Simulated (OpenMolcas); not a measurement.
# How basis sets differ on PH (SMILES [PH])

PH: 2 atoms, total charge 0, spin state triplet. SMILES: `[PH]`. The coordinates come from a GFN2-xTB relaxation.

```xyz
2

P     0.0000    0.0000    0.0000
H     0.0000    0.0000    1.3991
```

Each level gives the dipole moment (D). The values are calculated.

```
                              level           kind     program  value (D)  CPU time
                       UB3LYP/3-21G  global hybrid  OpenMolcas       0.88     3.3 s
UB3LYP/6-31G* (spherical functions)  global hybrid  OpenMolcas       0.72     4.5 s
                     UB3LYP/cc-pVDZ  global hybrid  OpenMolcas       0.57     2.7 s
                     UB3LYP/cc-pVTZ  global hybrid  OpenMolcas       0.49     3.6 s
                     UB3LYP/cc-pVQZ  global hybrid  OpenMolcas       0.46     7.7 s
                     UB3LYP/cc-pV5Z  global hybrid  OpenMolcas       0.46      29 s
```

The values span 0.46 to 0.88 D. Magnitudes only: a small dipole may point the other way at some levels. Sets without polarisation functions give poor dipoles. Times are those of the runs behind each value, whatever else they computed, on shared processors of several kinds: orders of magnitude only.
